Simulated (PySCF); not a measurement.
Below is a simulated gas-phase Cl 2p photoelectron spectrum of carbon tetrachloride, `ClC(Cl)(Cl)Cl`.

Every computed line was given a Gaussian of 1.0 eV full width at half maximum and an area set by the number of equivalent atoms (split 2:1 within a doublet); the highest printed point is 100. Method used: delta-SCF UKS SCAN, pcX-2 on the ionised atom, pcseg-1 elsewhere, spin-free X2C in PySCF.

```json
{"binding energy (eV)": "205.7", "intensity": "0"}
{"binding energy (eV)": "205.8", "intensity": "1"}
{"binding energy (eV)": "205.9", "intensity": "2"}
{"binding energy (eV)": "206.0", "intensity": "3"}
{"binding energy (eV)": "206.1", "intensity": "6"}
{"binding energy (eV)": "206.2", "intensity": "11"}
{"binding energy (eV)": "206.3", "intensity": "17"}
{"binding energy (eV)": "206.4", "intensity": "26"}
{"binding energy (eV)": "206.5", "intensity": "37"}
{"binding energy (eV)": "206.6", "intensity": "50"}
{"binding energy (eV)": "206.7", "intensity": "64"}
{"binding energy (eV)": "206.8", "intensity": "78"}
{"binding energy (eV)": "206.9", "intensity": "89"}
{"binding energy (eV)": "207.0", "intensity": "97"}
{"binding energy (eV)": "207.1", "intensity": "100"}
{"binding energy (eV)": "207.2", "intensity": "97"}
{"binding energy (eV)": "207.3", "intensity": "90"}
{"binding energy (eV)": "207.4", "intensity": "78"}
{"binding energy (eV)": "207.5", "intensity": "65"}
{"binding energy (eV)": "207.6", "intensity": "51"}
{"binding energy (eV)": "207.7", "intensity": "39"}
{"binding energy (eV)": "207.8", "intensity": "30"}
{"binding energy (eV)": "207.9", "intensity": "24"}
{"binding energy (eV)": "208.0", "intensity": "21"}
{"binding energy (eV)": "208.1", "intensity": "21"}
{"binding energy (eV)": "208.2", "intensity": "25"}
{"binding energy (eV)": "208.3", "intensity": "30"}
{"binding energy (eV)": "208.4", "intensity": "36"}
{"binding energy (eV)": "208.5", "intensity": "42"}
{"binding energy (eV)": "208.6", "intensity": "47"}
{"binding energy (eV)": "208.7", "intensity": "50"}
{"binding energy (eV)": "208.8", "intensity": "50"}
{"binding energy (eV)": "208.9", "intensity": "47"}
{"binding energy (eV)": "209.0", "intensity": "42"}
{"binding energy (eV)": "209.1", "intensity": "36"}
{"binding energy (eV)": "209.2", "intensity": "29"}
{"binding energy (eV)": "209.3", "intensity": "22"}
{"binding energy (eV)": "209.4", "intensity": "16"}
{"binding energy (eV)": "209.5", "intensity": "11"}
{"binding energy (eV)": "209.6", "intensity": "7"}
{"binding energy (eV)": "209.7", "intensity": "4"}
{"binding energy (eV)": "209.8", "intensity": "2"}
{"binding energy (eV)": "209.9", "intensity": "1"}
{"binding energy (eV)": "210.0", "intensity": "1"}
{"binding energy (eV)": "210.1", "intensity": "0"}
{"binding energy (eV)": "210.2", "intensity": "0"}
```

Problem. Count the maxima, the lines and the sites behind this envelope.

Solution. The curve has 2 maxima (at 207.1 and 208.8 eV). Under it lie 2 lines from 1 inequivalent chlorine site, drawn as a 2p3/2, 2p1/2 pair.

Problem. Decompose the envelope and assign each component. Numbering: `[Cl:1][C:2]([Cl:3])([Cl:4])[Cl:5]`.

Solution. 
| position (eV) | relative area | line | atoms | environment |
| --- | --- | --- | --- | --- |
| 207.10 | 2.67 | Cl 2p3/2 | Cl1/Cl3/Cl4/Cl5 | chlorine bonded to C |
| 208.76 | 1.33 | Cl 2p1/2 | Cl1/Cl3/Cl4/Cl5 | chlorine bonded to C |

Shake-up satellites, vibrational structure and lifetime widths aren't simulated. Atoms equivalent by their bonding share one computed value, that of the first of them. The 2p values add to the ΔSCF energy of one spin-free hole a correction within the shell (spin–orbit coupling, ligand field). 2p1/2 minus 2p3/2 (ligand field included): Cl 1.65 eV. Geometry: GFN2-xTB; no solvent, vibrations or thermal averaging.
